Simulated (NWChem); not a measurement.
# PBE/cc-pVDZ run of C2H6O (dimethyl ether)

We compute a single-point energy of C2H6O (dimethyl ether). 

The results are computed with NWChem 7.3.0.

### Step 1. The molecule

The species is C2H6O (9 atoms), meant as a singlet with charge 0. SMILES: `COC`. The C1–H6 distance was set to 1.980 Å, away from the relaxed value. At this shape a bond of the SMILES string is far longer than usual.

Bond lengths: C1–O2 1.399 Å, O2–C3 1.399 Å, C1–H4 1.100 Å, C1–H5 1.090 Å, C3–H7 1.100 Å, C3–H8 1.090 Å, C3–H9 1.100 Å. Angles: C1–O2–C3 112.1°, O2–C1–H4 111.6°, O2–C1–H5 107.7°, O2–C3–H7 111.6°, O2–C3–H8 107.7°, O2–C3–H9 111.6°, H4–C1–H5 108.9°, H7–C3–H8 108.9°, H7–C3–H9 108.2°, H8–C3–H9 108.9°.

### Step 2. A single-point energy at PBE/cc-pVDZ

File nw.nw:

```
start nw
title "C2H6O PBE"
memory stack 880 mb heap 220 mb global 1100 mb

geometry noautosym nocenter noautoz
  C       -0.493400       0.309118      -1.316157
  O        0.483170      -0.691382      -1.266807
  C        0.398840      -1.451162      -0.095167
  H       -1.507860      -0.114552      -1.289017
  H       -0.363340       0.853568      -2.251817
  H       -0.312930       1.577090       0.193180
  H       -0.573700      -1.957552      -0.010917
  H        1.186710      -2.204022      -0.130737
  H        0.540830      -0.829532       0.800813
end

basis spherical bse
  * library cc-pVDZ
end

dft
  xc xpbe96 cpbe96
  grid xfine
  convergence energy 1e-08
  maxiter 100
  mulliken
end

task dft energy
```

On the command line:

```console
$ nwchem nw.nw > nw.out
```

Output:

```text
Northwest Computational Chemistry Package (NWChem) 7.3.0
             --------------------------------------------------------

           Job information
           ---------------

    nwchem branch   = 7.3.0
    use scalapack   = T
    input           = nw.nw
    prefix          = nw.
    data base       = ./nw.db
    status          = startup
    nproc           =        1

           Memory information
           ------------------

    heap     =     28835838 doubles =      220.0 Mbytes
    stack    =    115343355 doubles =      880.0 Mbytes
    global   =    144179200 doubles =     1100.0 Mbytes (distinct from heap & stack)
    total    =    288358393 doubles =     2200.0 Mbytes
    verify   = yes
    hardfail = no

           Directory information
           ---------------------

  0 permanent = .
  0 scratch   = .

                                NWChem Input Module
                                -------------------

                                     C2H6O PBE
                                     ---------

 Scaling coordinates for geometry "geometry" by  1.889725989
 (inverse scale =  0.529177249)

                             Geometry "geometry" -> ""
                             -------------------------

 Output coordinates in angstroms (scale by  1.889725989 to convert to a.u.)

  No.       Tag          Charge          X              Y              Z
 ---- ---------------- ---------- -------------- -------------- --------------
    1 C                    6.0000    -0.49340000     0.30911800    -1.31615700
    2 O                    8.0000     0.48317000    -0.69138200    -1.26680700
    3 C                    6.0000     0.39884000    -1.45116200    -0.09516700
[... 5 lines of this table left out ...]
    9 H                    1.0000     0.54083000    -0.82953200     0.80081300

      Atomic Mass
      -----------

      C                 12.000000
      O                 15.994910
      H                  1.007825

 Effective nuclear repulsion energy (a.u.)      82.0994558407

            Nuclear Dipole moment (a.u.)
            ----------------------------
        X                 Y               Z
 ---------------- ---------------- ----------------
     4.2853505216   -28.4560986484   -40.2339576016

            XYZ format geometry
            -------------------
     9
 geometry
 C                    -0.49340000     0.30911800    -1.31615700
 O                     0.48317000    -0.69138200    -1.26680700
 C                     0.39884000    -1.45116200    -0.09516700
[... 5 lines of this table left out ...]
 H                     0.54083000    -0.82953200     0.80081300

 ==============================================================================
                                internuclear distances
 ------------------------------------------------------------------------------
       center one      |      center two      | atomic units |  angstroms
 ------------------------------------------------------------------------------
    2 O                |   1 C                |     2.64368  |     1.39897
    3 C                |   2 O                |     2.64367  |     1.39897
    4 H                |   1 C                |     2.07815  |     1.09971
    5 H                |   1 C                |     2.06041  |     1.09032
    7 H                |   3 C                |     2.07815  |     1.09971
    8 H                |   3 C                |     2.06041  |     1.09032
    9 H                |   3 C                |     2.07815  |     1.09971
 ------------------------------------------------------------------------------
                         number of included internuclear distances:          7
 ==============================================================================

 ==============================================================================
                                 internuclear angles
 ------------------------------------------------------------------------------
        center 1       |       center 2       |       center 3       |  degrees
 ------------------------------------------------------------------------------
    2 O                |   1 C                |   4 H                |   111.56
    2 O                |   1 C                |   5 H                |   107.71
    4 H                |   1 C                |   5 H                |   108.88
    1 C                |   2 O                |   3 C                |   112.08
    2 O                |   3 C                |   7 H                |   111.56
    2 O                |   3 C                |   8 H                |   107.71
    2 O                |   3 C                |   9 H                |   111.57
    7 H                |   3 C                |   8 H                |   108.88
    7 H                |   3 C                |   9 H                |   108.18
    8 H                |   3 C                |   9 H                |   108.88
 ------------------------------------------------------------------------------
                            number of included internuclear angles:         10
 ==============================================================================

 Summary of "ao basis" -> "" (spherical)
 ------------------------------------------------------------------------------
       Tag                 Description            Shells   Functions and Types
 ---------------- ------------------------------  ------  ---------------------
 *                          cc-pVDZ                   on all atoms

  pbe96 is a nonlocal functional; adding pw91lda local functional.

[... 27 lines left out ...]
  convergence criterion.
[... 1 line left out ...]
  convergence criterion.
[... 15 lines left out ...]
          Convergence on energy requested:  1.00D-08
          Convergence on density requested:  1.00D-05
          Convergence on gradient requested:  5.00D-04
[... 19 lines left out ...]
          Spatial weights used:  Erf1
[... 1 line left out ...]
          Convergence Information
[... 1 line left out ...]
          Convergence aids based upon iterative change in
          total energy or number of iterations.
[... 55 lines left out ...]
   convergence    iter        energy       DeltaE   RMS-Dens  Diis-err    time
[... 14 lines left out ...]
         Total DFT energy =     -154.725206393304
      One electron energy =     -371.680140738174
           Coulomb energy =      156.162353647067
    Exchange-Corr. energy =      -21.306875142901
 Nuclear repulsion energy =       82.099455840704
[... 5 lines left out ...]
                       DFT Final Molecular Orbital Analysis
[... 433 lines left out ...]
[... 4 lines of this table left out ...]
              MO Center=  8.5D-02, -9.0D-01, -7.2D-01, r^2= 3.6D+00
   Bfn.  Coefficient  Atom+Function         Bfn.  Coefficient  Atom+Function
  ----- ------------  ---------------      ----- ------------  ---------------
    63     -1.041424  8 H  s                 32      0.978121  3 C  px
    38     -0.972256  3 C  d -2              48     -0.932419  5 H  s
    35      0.856295  3 C  px                58      0.846756  7 H  s
[... 4 lines of this table left out ...]
              MO Center=  3.5D-02, -1.1D+00, -2.6D-01, r^2= 2.8D+00
   Bfn.  Coefficient  Atom+Function         Bfn.  Coefficient  Atom+Function
  ----- ------------  ---------------      ----- ------------  ---------------
    68     -1.067266  9 H  s                 58      1.037779  7 H  s
    60      0.896955  7 H  px                33      0.889861  3 C  py
    72      0.851608  9 H  pz                40      0.811514  3 C  d  0
[... 4 lines of this table left out ...]
              MO Center= -8.9D-01, -3.7D-01, -1.0D+00, r^2= 2.4D+00
   Bfn.  Coefficient  Atom+Function         Bfn.  Coefficient  Atom+Function
  ----- ------------  ---------------      ----- ------------  ---------------
    43      1.393054  4 H  s                 45      1.360751  4 H  px
     3     -1.181156  1 C  s                 44      0.896423  4 H  s
     4      0.830785  1 C  px                 7      0.736682  1 C  px
[... 4 lines of this table left out ...]
              MO Center=  3.0D-01, -1.1D+00,  9.6D-02, r^2= 2.3D+00
   Bfn.  Coefficient  Atom+Function         Bfn.  Coefficient  Atom+Function
  ----- ------------  ---------------      ----- ------------  ---------------
    31      1.697849  3 C  s                 68     -1.116759  9 H  s
    72      1.075067  9 H  pz                30      1.062524  3 C  s
    17     -0.815226  2 O  s                  3      0.786605  1 C  s
[... 4 lines of this table left out ...]
              MO Center=  1.3D-01, -4.9D-01, -1.0D+00, r^2= 3.8D+00
   Bfn.  Coefficient  Atom+Function         Bfn.  Coefficient  Atom+Function
  ----- ------------  ---------------      ----- ------------  ---------------
    48      1.281072  5 H  s                 63     -1.154380  8 H  s
    52      1.047185  5 H  pz                38     -0.803950  3 C  d -2
    65      0.779102  8 H  px                66     -0.736707  8 H  py
[... 4 lines of this table left out ...]
              MO Center=  3.5D-01, -6.5D-01, -1.2D+00, r^2= 1.0D+00
   Bfn.  Coefficient  Atom+Function         Bfn.  Coefficient  Atom+Function
  ----- ------------  ---------------      ----- ------------  ---------------
    28      0.652835  2 O  d  2              25     -0.539544  2 O  d -1
    26     -0.470289  2 O  d  0              14      0.437327  1 C  d  2
    42     -0.369435  3 C  d  2              21     -0.299204  2 O  px
[... 4 lines of this table left out ...]
              MO Center=  4.3D-01, -6.9D-01, -1.2D+00, r^2= 1.0D+00
   Bfn.  Coefficient  Atom+Function         Bfn.  Coefficient  Atom+Function
  ----- ------------  ---------------      ----- ------------  ---------------
    17      1.385532  2 O  s                 27      0.844988  2 O  d  1
    16     -0.590867  2 O  s                  3     -0.558560  1 C  s
    21     -0.497059  2 O  px                23      0.478861  2 O  pz
[... 4 lines of this table left out ...]
              MO Center=  4.0D-01, -7.4D-01, -1.1D+00, r^2= 1.1D+00
   Bfn.  Coefficient  Atom+Function         Bfn.  Coefficient  Atom+Function
  ----- ------------  ---------------      ----- ------------  ---------------
    28      0.592255  2 O  d  2              26      0.574349  2 O  d  0
    17      0.478087  2 O  s                 40      0.473734  3 C  d  0
    24     -0.460375  2 O  d -2              14      0.390235  1 C  d  2
[... 4 lines of this table left out ...]
              MO Center=  3.8D-01, -6.8D-01, -1.1D+00, r^2= 1.1D+00
   Bfn.  Coefficient  Atom+Function         Bfn.  Coefficient  Atom+Function
  ----- ------------  ---------------      ----- ------------  ---------------
    17      1.419457  2 O  s                 25     -0.761534  2 O  d -1
    31     -0.557002  3 C  s                 28     -0.514093  2 O  d  2
    16     -0.469973  2 O  s                 24     -0.431185  2 O  d -2
[... 4 lines of this table left out ...]
              MO Center=  4.1D-01, -6.7D-01, -1.2D+00, r^2= 1.0D+00
   Bfn.  Coefficient  Atom+Function         Bfn.  Coefficient  Atom+Function
  ----- ------------  ---------------      ----- ------------  ---------------
    22      0.965367  2 O  py                 3     -0.775471  1 C  s
    26     -0.770302  2 O  d  0              24     -0.716322  2 O  d -2
    31      0.708941  3 C  s                 23     -0.649513  2 O  pz
    21     -0.500496  2 O  px                25      0.483557  2 O  d -1
     8      0.479776  1 C  py                37     -0.433483  3 C  pz

     ---------------------------------------------
      Total Density - Mulliken Population Analysis
     ---------------------------------------------

    Atom       Charge   Shell Charges
 -----------   ------   -------------------------------------------------------
    1 C    6     5.98   2.01  0.69  0.49  1.91  0.79  0.08
    2 O    8     8.20   2.01  0.85  0.91  2.84  1.58  0.02
    3 C    6     5.91   2.01  0.67  0.36  2.09  0.69  0.08
[... 5 lines of this table left out ...]
    9 H    1     0.97   0.74  0.20  0.03

     -------------------------------------------
      Total Density - Lowdin Population Analysis
     -------------------------------------------

    Atom       Charge   Shell Charges
 -----------   ------   -------------------------------------------------------
    1 C    6     6.04   1.89  0.61  0.44  1.71  1.18  0.21
    2 O    8     7.92   1.92  0.83  0.67  2.68  1.80  0.03
    3 C    6     6.04   1.88  0.57  0.38  1.86  1.12  0.24
[... 5 lines of this table left out ...]
    9 H    1     0.98   0.62  0.28  0.08

 center of mass
 --------------
 x =   0.22800522 y =  -1.12701975 z =  -1.63796524

 moments of inertia (a.u.)
 ------------------
         178.022760818262          47.844698373966         -19.180423095768
          47.844698373966         113.997660685455          53.049752853466
         -19.180423095768          53.049752853466         153.037243610827

     Multipole analysis of the density
     ---------------------------------

     L   x y z        total         alpha         beta         nuclear
     -   - - -        -----         -----         ----         -------
     0   0 0 0     -0.000000    -13.000000    -13.000000     26.000000

     1   1 0 0     -0.226096     -2.255723     -2.255723      4.285351
[... 8 lines of this table left out ...]
     2   0 0 2    -14.605756    -62.144484    -62.144484    109.683211

 Task  times  cpu:       39.8s     wall:       39.8s
 Total times  cpu:       39.8s     wall:       39.8s
```

Wall time 41 s (1 thread of Intel Xeon at 2.60GHz (Ice Lake), shared host); peak memory 0.14 GiB.

### Step 3. Outcome

At PBE/cc-pVDZ:

| quantity | value |
| --- | --- |
| total energy | -154.72521 Eh |
| dipole moment | 1.51 D |
| HOMO energy | -5.78 eV |
| LUMO energy | -2.11 eV |
| HOMO–LUMO gap | 3.67 eV |

What this shows: One bond is far stretched, which a spin-restricted single reference describes badly; a broken-symmetry solution may lie lower. The run may have ended on a state above the lowest. The SCF solution is unstable: a lower one exists. Mulliken charges run from -0.20 on O2 to +0.09 on C3.
